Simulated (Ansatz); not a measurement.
Geometry optimisation, RKS PBE0-D4/6-31G* (Ansatz 0.2.0).

input.yaml

```yaml
crystal:
  periodic: [false, false, false]
  atoms:
    - { symbol: B, position_ang: [-1.22522, 1.11425, -1.65613] }
    - { symbol: Al, position_ang: [0.03678, 0.7861, -0.01325] }
    - { symbol: Si, position_ang: [0.82145, -1.21641, 1.11536] }
    - { symbol: H, position_ang: [-1.74048, 0.24725, -2.27275] }
    - { symbol: H, position_ang: [-1.49802, 2.1944, -2.04589] }
    - { symbol: H, position_ang: [0.58532, 2.11554, 0.65107] }
    - { symbol: H, position_ang: [0.97015, -1.13558, 2.58861] }
    - { symbol: H, position_ang: [2.16745, -1.66388, 0.67218] }
    - { symbol: H, position_ang: [-0.01553, -2.42334, 0.92248] }
basis:
  gaussian: { orbitals: "6-31G*" }
hamiltonian:
  xc: pbe0
  dispersion: d4
relax:
  f_tol: 0.015
  max_steps: 40
```

Command:

```bash
$ ansatz run input.yaml --threads 1 --pin off --max-ram 2048MiB --backend cpu --events-out ev --progress --plain --runs-dir out
```

Task: Where does it end, and by what steps?

Result: It converged. After 13 steps the energy has fallen by 0.322 eV; H5 moved furthest, 1.39 Å.

```csv
step,energy less start (eV),largest force component (eV/Å),accepted
0,0.0000,0.536,yes
1,-0.0867,0.323,yes
2,-0.1129,0.053,yes
3,-0.1147,0.030,yes
4,-0.1186,0.109,yes
5,-0.1224,0.357,yes
6,-0.1255,0.678,yes
7,-0.1862,0.368,yes
8,-0.2313,0.355,yes
9,-0.2659,0.343,yes
10,-0.2955,0.227,yes
11,-0.3197,0.028,yes
12,-0.3203,0.105,yes
13,-0.3218,0.007,yes
```

```xyz
9
Properties=species:S:1:pos:R:3
B -1.204 1.044 -1.582
Al 0.264 0.902 -0.064
Si 0.708 -1.205 1.135
H -0.963 0.816 -2.738
H -2.350 1.334 -1.361
H 1.161 2.164 0.348
H 0.730 -1.005 2.617
H 2.048 -1.753 0.754
H -0.292 -2.278 0.852
```

Run time: 36 s on 1 thread of Arm Neoverse V2, on a shared host, peak memory 0.14 GiB.
